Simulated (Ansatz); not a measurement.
Ca₂P₃: from a trial structure to a relaxed crystal

Theory: Ansatz, DFT PBE, scalar-relativistic, plane waves, PAW.

The start puts Ca₂P₃ on the sites of a reported Zr3Ga2 cell (P4/mbm, No. 127), with Ca in place of Ga, P in place of Zr, at a guessed volume.

Input of the last, converged step (default PAW datasets):

```yaml
crystal:
  lattice:
    - [7.4703304396, 0.0, 0.0]
    - [0.0, 7.4703304396, 0.0]
    - [0.0, 0.0, 3.9260828049]
  atoms:
    - { symbol: Ca, position: [0.3545951758, 0.8545951758, 0.0] }
    - { symbol: Ca, position: [0.1454048242, 0.3545951758, 0.0] }
    - { symbol: Ca, position: [0.6454048242, 0.1454048242, 0.0] }
    - { symbol: Ca, position: [0.8545951758, 0.6454048242, 0.0] }
    - { symbol: P, position: [0.0, 0.0, 0.0] }
    - { symbol: P, position: [0.5, 0.5, 0.0] }
    - { symbol: P, position: [0.170256136, 0.670256136, 0.5] }
    - { symbol: P, position: [0.329743864, 0.170256136, 0.5] }
    - { symbol: P, position: [0.829743864, 0.329743864, 0.5] }
    - { symbol: P, position: [0.670256136, 0.829743864, 0.5] }
basis:
  ecutwfc: 420
kpoints:
  mp_grid: { grid: [6, 6, 10] }
hamiltonian:
  xc: pbe
scf:
  occupations: { method: gaussian, width: 0.1 }
output:
  forces: true
  stress: true
  eigenvalues: true
  write_density: true
  write_potential: true
  elf: true
  volumetric_format: npy
relax:
  adjacent_minimum: "off"
  f_tol: 0.01
  max_steps: 80
  cell: { stress_tol: 0.05 }
```

Launched as:

```bash
ansatz run input.yaml --threads 1 --pin off --max-ram 2560MiB --backend cpu --events-out ev --progress --plain --runs-dir out
```

It took 4.3 min on 1 thread of Arm Neoverse V2 (shared host), peak memory 0.68 GiB.

End of the output:

```
SCF converged after 6 iterations
Free energy (F): -11803.592095 eV
Harris-Foulkes:  -11803.592095 eV  (|F-HF|=0.00e0)
Internal energy: -11803.551932 eV  (E = F + TS)
E sigma→0 (E₀):  -11803.572013 eV
Entropy (-TS):   -0.040163 eV (-4.016 meV/atom)
Fermi energy:    6.840175 eV
--- Per-component energies (eV) ---
  E_band       = -484.127796
  E_kinetic    = 1525.776984
  E_local      = -3333.958294  (includes V_loc(G=0)·N_el)
  E_nonlocal   = 458.524050
  E_hartree    = 1106.316087
  E_xc         = -913.221923
  E_vxc        = -1043.457733  (∫ρ·V_xc dr)
  E_paw        = -6849.565345  (= ΣΔE_a)
  E_vpaw       = -303.645019  (= ΣTr[D̂ρ^β])
  E_aug_tail   = -0.000006  (compensation charges beyond the density's cutoff)
  E_ewald      = -3797.423485
  E_smearing   = -0.040163  (= −TS)
  E_closure    =  0.000000  (closes the sum)
  Σ components = -11803.592095   (vs F -11803.592095, Δ=0.00e0)
--- Forces (eV/Å), atoms counted from 1 ---
  atom   1  Ca    -0.00115290    -0.00115290     0.00000000
  atom   2  Ca     0.00115290    -0.00115290     0.00000000
  atom   3  Ca     0.00115290     0.00115290     0.00000000
  atom   4  Ca    -0.00115290     0.00115290     0.00000000
  atom   5  P      0.00000000     0.00000000     0.00000000
  atom   6  P      0.00000000     0.00000000     0.00000000
  atom   7  P      0.00349908     0.00349908     0.00000000
  atom   8  P     -0.00349908     0.00349908     0.00000000
  atom   9  P     -0.00349908    -0.00349908     0.00000000
  atom  10  P      0.00349908    -0.00349908     0.00000000
  max |Σ_I F_I| component: 6.51e-18 eV/Å
--- Stress (GPa, compression-positive) ---
        0.047733       0.000000       0.000000
        0.000000       0.047733       0.000000
        0.000000       0.000000       0.044596
  P = ⅓ Tr σ = 0.0467 GPa (0.467 kbar)
--- Relaxed structure (5 steps of the walk, 4 accepted, 1 SCFs on fresh bases) ---
  F+E_penalty+E_count = -11803.59209507 eV   max|allowed force component| = 3.499e-3 eV/Å   (the final SCF, on the basis selected at the relaxed cell)
  cell:  # Å, volume = 219.7170 Å³
    - [7.458503, 0.000000, 0.000000]
    - [0.000000, 7.458503, 0.000000]
    - [0.000000, 0.000000, 3.949665]
  atoms:
    - { symbol: Ca, position: [0.352515, 0.852515, 0.000000] }
    - { symbol: Ca, position: [0.147485, 0.352515, 0.000000] }
    - { symbol: Ca, position: [0.647485, 0.147485, 0.000000] }
    - { symbol: Ca, position: [0.852515, 0.647485, 0.000000] }
    - { symbol: P, position: [0.000000, 0.000000, 0.000000] }
    - { symbol: P, position: [0.5, 0.5, 0.000000] }
    - { symbol: P, position: [0.167272, 0.667272, 0.5] }
    - { symbol: P, position: [0.332728, 0.167272, 0.5] }
    - { symbol: P, position: [0.832728, 0.332728, 0.5] }
    - { symbol: P, position: [0.667272, 0.832728, 0.5] }
```

Absolute energies hang on the potentials; compare differences alone.

The result has space group P4/mbm (No. 127). Ca has 4 P at 2.78–2.85 Å, 4 P at 3.07 Å and 1 Ca at 3.11 Å; P on Wyckoff site a (2 atoms of the primitive cell) is coordinated by 4 Ca at 2.85 Å; around P on Wyckoff site h (4 atoms of the primitive cell) lie 2 Ca at 2.78 Å, 4 Ca at 3.07 Å and 5 P at 3.41–3.53 Å (next P at 3.93 Å).

Against the elements it lies at -0.21 eV/atom. Formation energies are uncorrected and refer to the elements' standard structures at the same level.

For metals, differences of a few meV/atom aren't resolved.

Symmetry constrained the relaxation, so the result can be a saddle point.